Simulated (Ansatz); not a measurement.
Results of PBE (plane waves, PAW; Ansatz, a program for electronic structure) for α-N2.

Settings: plane-wave cutoff 520 eV, 4×4×4 k mesh, perturbation theory, scalar-relativistic PAW data made under PBE.

Computed at the level's own relaxed cell.

Problem. What does this level give for the electronic dielectric constant ε∞?

Solution. 
- electronic dielectric constant ε∞: 1.44

Note: the cell comes from a level without a dispersion term, which matters for the spacing of layers, chains or molecules.

Computing time: around 10 core-minutes (rough).
